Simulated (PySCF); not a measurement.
# H3NO (hydroxylamine): levels of theory compared

We compute a comparison of 6 runs (B3LYP/STO-6G, PBE0/STO-6G, r2SCAN/STO-6G, CCSDT(Q)/STO-6G, CCSDTQ/STO-6G, FCI/STO-6G) of H3NO (hydroxylamine). The job is set up through a Python script.

Program for the calculation: PySCF 2.14.0.

10 further runs of the same task are left out: 2 that didn't finish, 8 set aside as unsound or not needed.

## Step 1: The molecule

H3NO has 5 atoms, charge 0, and is taken as a singlet. SMILES: `NO`. The O2–H5 distance was set to 1.740 Å, away from the relaxed value. At this shape a bond of the SMILES string is far longer than usual.

Bond lengths: N1–O2 1.432 Å, N1–H3 1.020 Å, N1–H4 1.020 Å. Angles: O2–N1–H3 105.6°, O2–N1–H4 105.6°, H3–N1–H4 107.4°.

## Step 2: A single-point energy at B3LYP/STO-6G (run 1)

start.xyz reads:

```xyz
5
H3NO
N     -0.782045    -0.637147     0.088069
O     -0.231405     0.403543     0.902749
H     -0.764905    -1.476847     0.666249
H     -1.759825    -0.385017    -0.053631
H      1.125640     1.012630     0.000530
```

job.py reads:

```python
from pyscf import gto, dft

mol = gto.M(
    atom='start.xyz',
    verbose=3,
    spin=0,
    basis='sto-6g',
    charge=0,
    max_memory=1860,
)

mf = dft.RKS(mol, xc='b3lyp')
mf.grids.level = 5
mf.conv_tol = 1e-10
mf.kernel()
if not mf.converged:
    mf = mf.newton().run(mf.mo_coeff, mf.mo_occ)

energy = mf.e_tot
print('E = %.10f Eh' % energy)
```

The run is started by

```bash
OMP_NUM_THREADS=1 python job.py
```

What it wrote:

```text
converged SCF energy = -131.042869343808
E = -131.0428693438 Eh
```

It took 3.3 s on 1 thread of Arm Neoverse V1, shared host; peak memory 0.17 GiB.

## Step 3: A single-point energy at PBE0/STO-6G (run 2)

input.xyz reads:

```xyz
5
H3NO
N     -0.782045    -0.637147     0.088069
O     -0.231405     0.403543     0.902749
H     -0.764905    -1.476847     0.666249
H     -1.759825    -0.385017    -0.053631
H      1.125640     1.012630     0.000530
```

calc.py reads:

```python
from pyscf import gto, dft

mol = gto.M(
    atom='input.xyz',
    verbose=4,
    max_memory=1860,
    basis='sto-6g',
)

calc0 = dft.RKS(mol, xc='pbe0')
calc0.conv_tol = 1e-10
calc0.grids.level = 5
calc0.kernel()
if not calc0.converged:
    calc0 = calc0.newton().run(calc0.mo_coeff, calc0.mo_occ)

e_tot = calc0.e_tot
print('Final energy', e_tot)
```

The run is started by

```bash
OMP_NUM_THREADS=1 python calc.py
```

What it wrote:

```text
PySCF version 2.14.0

[INPUT] num. atoms = 5
[INPUT] num. electrons = 18
[INPUT] charge = 0
[INPUT] spin (= nelec alpha-beta = 2S) = 0
[INPUT] symmetry False subgroup None
[INPUT] Mole.unit = angstrom
[INPUT] Symbol           X                Y                Z      unit          X                Y                Z       unit  Magmom
[INPUT]  1 N     -0.782045000000  -0.637147000000   0.088069000000 AA   -1.477850867085  -1.204033331088   0.166426290064 Bohr   0.0
[INPUT]  2 O     -0.231405000000   0.403543000000   0.902749000000 AA   -0.437292073855   0.762585749485   1.705948369225 Bohr   0.0
[INPUT]  3 H     -0.764905000000  -1.476847000000   0.666249000000 AA   -1.445460961310  -2.790836357886   1.259028140765 Bohr   0.0
[INPUT]  4 H     -1.759825000000  -0.385017000000  -0.053631000000 AA   -3.325587277163  -0.727576683302  -0.101347901787 Bohr   0.0
[INPUT]  5 H      1.125640000000   1.012630000000   0.000530000000 AA    2.127151314855   1.913593365518   0.001001554846 Bohr   0.0

nuclear repulsion = 36.8185218931183
number of shells = 9
number of NR pGTOs = 78
number of NR cGTOs = 13
basis = sto-6g
ecp = {}

******** <class 'pyscf.dft.rks.RKS'> ********
method = RKS
initial guess = minao
damping factor = 0
level_shift factor = 0
DIIS = <class 'pyscf.scf.diis.CDIIS'>
diis_start_cycle = 1
diis_space = 8
diis_damp = 0
SCF conv_tol = 1e-10
SCF conv_tol_grad = None
SCF max_cycles = 50
direct_scf = True
direct_scf_tol = 1e-13
XC library pyscf.dft.libxc version 7.0.0
    S. Lehtola, C. Steigemann, M. J.T. Oliveira, and M. A.L. Marques.,  SoftwareX 7, 1–5 (2018)
XC functionals = pbe0
radial grids:
    Treutler-Ahlrichs [JCP 102, 346 (1995); DOI:10.1063/1.469408] (M4) radial grids

becke partition: Becke, JCP 88, 2547 (1988); DOI:10.1063/1.454033
pruning grids: <function nwchem_prune>
grids dens level: 5
symmetrized grids: False
atomic radii adjust function: <function treutler_atomic_radii_adjust>
small_rho_cutoff = 0
Set gradient conv threshold to 1e-05
Initial guess from minao.
tot grids = 155712
init E= -130.875588971094
  HOMO = -0.230508761989092  LUMO = -0.0874586310102328  gap/eV = 3.89259
cycle= 1 E= -130.772473215553  delta_E= 0.103  |g|= 0.499  |ddm|= 2.64
  HOMO = 0.0869061497091971  LUMO = 0.165520220398441  gap/eV = 2.13920
cycle= 2 E= -130.46554136759  delta_E= 0.307  |g|=  0.8  |ddm|= 2.27
  HOMO = -0.134061759449324  LUMO = 0.029607733909248  gap/eV = 4.45367
cycle= 3 E= -130.89727707084  delta_E= -0.432  |g|= 0.165  |ddm|= 1.73
  HOMO = -0.158701157985132  LUMO = 0.0253773032763447  gap/eV = 5.00903
cycle= 4 E= -130.903848329675  delta_E= -0.00657  |g|= 0.0941  |ddm|= 0.129
  HOMO = -0.156876601117742  LUMO = 0.0233939520144784  gap/eV = 4.90541
cycle= 5 E= -130.908126138181  delta_E= -0.00428  |g|= 0.0259  |ddm|= 0.161
  HOMO = -0.15600895400294  LUMO = 0.0301451786126415  gap/eV = 5.06551
cycle= 6 E= -130.908210016015  delta_E= -8.39e-05  |g|= 0.0169  |ddm|= 0.038
  HOMO = -0.155803826769874  LUMO = 0.0295503034678003  gap/eV = 5.04374
cycle= 7 E= -130.908356809539  delta_E= -0.000147  |g|= 0.0016  |ddm|= 0.0273
  HOMO = -0.155725654466703  LUMO = 0.0295438258628482  gap/eV = 5.04144
cycle= 8 E= -130.908358089412  delta_E= -1.28e-06  |g|= 7.7e-05  |ddm|= 0.00249
  HOMO = -0.155730501246947  LUMO = 0.0295341137634833  gap/eV = 5.04131
cycle= 9 E= -130.908358092839  delta_E= -3.43e-09  |g|= 2e-05  |ddm|= 0.000179
  HOMO = -0.155730822258883  LUMO = 0.0295339101618425  gap/eV = 5.04131
cycle= 10 E= -130.908358093026  delta_E= -1.87e-10  |g|= 1.02e-06  |ddm|= 3.48e-05
  HOMO = -0.155730815064528  LUMO = 0.0295338625649285  gap/eV = 5.04131
cycle= 11 E= -130.908358093026  delta_E= -4.55e-13  |g|= 2.64e-08  |ddm|= 1.89e-06
  HOMO = -0.155730811232713  LUMO = 0.0295338634780107  gap/eV = 5.04131
Extra cycle  E= -130.908358093026  delta_E= 1.14e-13  |g|= 3.74e-08  |ddm|= 1.79e-07
converged SCF energy = -130.908358093026
Final energy -130.90835809302587
```

Run time: 3 s. Hardware: 1 thread of Arm Neoverse V1, shared host; peak memory 0.17 GiB.

Runs 3 to 4 aren't shown in full; the table further down has their settings and results.

## Step 4: The energy at CCSDTQ/STO-6G (run 5)

geometry.xyz reads:

```xyz
5

N     -0.782045    -0.637147     0.088069
O     -0.231405     0.403543     0.902749
H     -0.764905    -1.476847     0.666249
H     -1.759825    -0.385017    -0.053631
H      1.125640     1.012630     0.000530
```

input.py reads:

```python
from pyscf import gto, cc

mol = gto.Mole()
mol.atom = 'geometry.xyz'
mol.charge = 0
mol.basis = 'sto-6g'
mol.verbose = 3
mol.max_memory = 1860
mol.build()

myscf = mol.RHF()
myscf.conv_tol = 1e-10
myscf.kernel()
if not myscf.converged:
    myscf = myscf.newton().run(myscf.mo_coeff, myscf.mo_occ)

mycc = cc.CCSDTQ(myscf, frozen=2)
mycc.kernel()
energy = mycc.e_tot
print('E = %.10f Eh' % energy)
```

The run is started by

```bash
OMP_NUM_THREADS=1 python input.py
```

What it wrote:

```text
converged SCF energy = -130.303159011488
_make_eris_incore_RCCSDTQ
RCCSDTQ converged
E(RCCSDTQ) = -130.5218736202887   E_corr = -0.2187146088005555
E_corr(same-spin) = -0.00845713922482296
E_corr(oppo-spin) = -0.210257469575733
E = -130.5218736203 Eh
```

Wall time 10 s (1 thread of Arm Neoverse V1, shared host); peak memory 0.13 GiB.

## Step 5: A single-point energy at FCI/STO-6G (run 6)

input.py reads:

```python
from pyscf import gto, scf, mcscf

mol = gto.M(
    atom='''
N     -0.782045    -0.637147     0.088069
O     -0.231405     0.403543     0.902749
H     -0.764905    -1.476847     0.666249
H     -1.759825    -0.385017    -0.053631
H      1.125640     1.012630     0.000530
''',
    charge=0,
    verbose=3,
    max_memory=1860,
    basis='sto-6g',
)

myscf = scf.RHF(mol)
myscf.conv_tol = 1e-10
myscf.kernel()
if not myscf.converged:
    myscf = myscf.newton().run(myscf.mo_coeff, myscf.mo_occ)

cas = mcscf.CASCI(myscf, myscf.mo_coeff.shape[-1] - 2, (mol.nelec[0] - 2, mol.nelec[1] - 2))  # full CI above the frozen core
cas.fix_spin_(ss=0.0)
cas.kernel()
etot = cas.e_tot
print('E = %.10f Eh' % etot)
```

The run is started by

```bash
OMP_NUM_THREADS=1 python input.py
```

What it wrote:

```text
converged SCF energy = -130.303159011488
CASCI E = -130.521880122625  E(CI) = -49.7725610762809  S^2 = 0.0000000
E = -130.5218801226 Eh
```

Run time: 3.6 s. Hardware: 1 thread of Arm Neoverse V1, shared host; peak memory 0.14 GiB.

## Step 6: Overview of the runs

| run | level | integration grid | frozen core orbitals | energy (Eh) | dipole moment (D) of the reference | HOMO energy (eV) | LUMO energy (eV) | wall time |
| --- | --- | --- | --- | --- | --- | --- | --- | --- |
| 1 | B3LYP/STO-6G | 5 | – | -131.042869 | 1.60 | -4.09 | 0.47 | 3.3 s |
| 2 | PBE0/STO-6G | 5 | – | -130.908358 | 1.51 | -4.24 | 0.80 | 3 s |
| 3 | r2SCAN/STO-6G | 5 | – | -131.001089 | 1.70 | -2.89 | -0.24 | 4.2 s |
| 4 | CCSDT(Q)/STO-6G | – | 2 | -130.521725 | 1.13 | -7.62 | 4.93 | 2.1 s |
| 5 | CCSDTQ/STO-6G | – | 2 | -130.521874 | 1.13 | -7.62 | 4.93 | 10 s |
| 6 | FCI/STO-6G | – | 2 | -130.521880 | 1.13 | -7.62 | 4.93 | 3.6 s |

## Step 7: Results

```
                                          quantity          value
                               run 6: total energy  -130.52188 Eh
       run 6: dipole moment (Hartree–Fock density)         1.13 D
        run 6: HOMO energy (Hartree–Fock orbitals)       -7.62 eV
        run 6: LUMO energy (Hartree–Fock orbitals)        4.93 eV
      run 6: HOMO–LUMO gap (Hartree–Fock orbitals)       12.55 eV
run 6: correlation energy (2 core orbitals frozen)     -218.7 mEh
```

In words: Against full CI in this basis: CCSDT(Q) +0.2 mEh; CCSDTQ +0.0 mEh. Over runs 1, 2, 3 the dipole moment (its size) runs from 1.51 D (PBE0/STO-6G) to 1.70 D (r2SCAN/STO-6G). Over runs 1, 2, 3 the HOMO–LUMO gap runs from 2.65 eV (r2SCAN/STO-6G) to 5.04 eV (PBE0/STO-6G). Totals of different functionals can't be ranked against each other. In runs 1, 2, 3, 4, 5, 6 the basis is minimal, so the values are rough. In runs 1, 2, 3 a closed-shell determinant meets a far-stretched bond, which it describes badly. All runs together took 26 s, the longest 10 s.
